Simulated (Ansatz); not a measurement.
Born–Oppenheimer molecular dynamics of CH₆Si (8 atoms, charge 0, multiplicity 1). It starts from a relaxed structure.

Level of theory: Ansatz, RKS PBE-D4/6-31G*.

* ensemble: NVE (velocity Verlet)
* time step: 0.5 fs
* steps asked: 300
* starting velocities drawn for: 1000 K
* masses: H 2.014 u
* seed: 208568

First frame:

```xyz
8
Properties=species:S:1:pos:R:3
Si 0.000 0.000 -0.001
C 0.000 0.000 1.892
H -1.025 -0.104 2.284
H 0.603 -0.836 2.285
H 0.422 0.940 2.285
H 1.396 0.151 -0.537
H -0.828 1.133 -0.538
H -0.567 -1.283 -0.537
```

(1) How far do the bonds stretch over the last three quarters of this one trajectory? (Pairs bonded in most of those frames.)

## Answers

(1) 
```json
{"bond": "Si1–C2", "mean (Å)": "1.902", "spread (Å)": "0.056", "shortest": "1.81", "longest": "2.00"}
{"bond": "Si1–H6", "mean (Å)": "1.508", "spread (Å)": "0.025", "shortest": "1.46", "longest": "1.55"}
{"bond": "Si1–H7", "mean (Å)": "1.505", "spread (Å)": "0.020", "shortest": "1.47", "longest": "1.54"}
{"bond": "Si1–H8", "mean (Å)": "1.505", "spread (Å)": "0.034", "shortest": "1.45", "longest": "1.56"}
{"bond": "C2–H3", "mean (Å)": "1.133", "spread (Å)": "0.089", "shortest": "0.98", "longest": "1.27"}
{"bond": "C2–H4", "mean (Å)": "1.108", "spread (Å)": "0.041", "shortest": "1.03", "longest": "1.20"}
{"bond": "C2–H5", "mean (Å)": "1.105", "spread (Å)": "0.027", "shortest": "1.04", "longest": "1.17"}
```

Mean temperature of the second half: 572 K. The conserved energy stayed within 0.52 meV per atom of its start (net change 0.17 meV per atom), so the integration is sound. Over the second half the temperature averaged 0.57 of the 1000 K drawn at the start: a run that starts near a minimum puts about half its kinetic energy into the potential. A run of 0.15 ps of so small a system gives no equilibrium averages.

Time of the run: 5.7 min on 1 thread of Arm Neoverse V1, on a shared host, peak memory 0.086 GiB.
